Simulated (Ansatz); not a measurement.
Molecule: ethylene, C2H4, net charge 0, singlet state. 
Geometry from a B3LYP-D3(BJ)/def2-TZVP (Ansatz, an electronic-structure program) optimisation:
```xyz
6

C     -0.0012    -0.0058     0.6623
C      0.0012     0.0058    -0.6623
H      0.0167     0.9104     1.2401
H     -0.0212    -0.9321     1.2238
H      0.0212     0.9321    -1.2238
H     -0.0167    -0.9104    -1.2401
```

Quantity: vertical triplet-singlet gap (E(triplet) - E(singlet); each state is the SCF solution reached for its spin), in kcal/mol. Valence correlation only, unless marked. Open shells are spin-unrestricted. No spin-orbit coupling. No relativistic terms. Basis-set limits of correlation are two-point, X^-3; Hartree-Fock from the larger set. The bracket is a focal-point correction in the basis named.

RI-MP2/CBS(aug-cc-pVTZ,aug-cc-pVQZ)+[CCSD(T)-MP2]/aug-cc-pVTZ (Ansatz) gives 107.4 kcal/mol.

Task: Another calculation gave 102.6 kcal/mol. Which level was it?
(A) r2SCAN/def2-TZVPD (Ansatz)
(B) CAM-B3LYP/def2-TZVPD (Ansatz)
(C) wB97X-V/def2-TZVPD (Ansatz)
(D) SVWN5/def2-TZVPD (Ansatz)

Result: B, CAM-B3LYP/def2-TZVPD (Ansatz). The others give 112.7 (SVWN5), 106.1 (wB97X-V), 97.2 (r2SCAN) kcal/mol.
